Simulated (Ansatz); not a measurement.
Sr: which structure is lowest?

Level of theory: DFT, BLYP, plane waves (420 eV) with PAW, scalar-relativistic in Ansatz. The PAW files were generated under PBE, with cores re-solved for the functional.

Each structure is relaxed within its own symmetry, so a high-lying one may be dynamically unstable.

| structure | ΔE (meV/atom) | V (Å³/atom) | cell | magnetic state |
| --- | --- | --- | --- | --- |
| fcc | 0 | 56.32 | a = 6.085 Å | spin not included |
| dhcp | 2 | 56.41 | a = 4.305 Å, c = 14.060 Å (c/a = 3.266) | spin not included |
| hcp | 3 | 56.75 | a = 4.313 Å, c = 7.046 Å (c/a = 1.634) | spin not included |
| bcc | 7 | 55.56 | a = 4.808 Å | spin not included |
| A15 | 30 | 57.14 | a = 7.703 Å | spin not included |
| omega (AlB2-type) | 52 | 56.92 | a = 6.904 Å, c = 4.137 Å (c/a = 0.599) | spin not included |
| beta-Sn type | 246 | 58.79 | a = 7.612 Å, c = 4.058 Å (c/a = 0.533) | spin not included |
| simple cubic | 360 | 62.40 | a = 3.966 Å | spin not included |
| diamond | 617 | 128.15 | a = 10.083 Å | spin not included |

ΔE counts from fcc.

Differences under about 8 meV lie within the error of the k-point mesh.
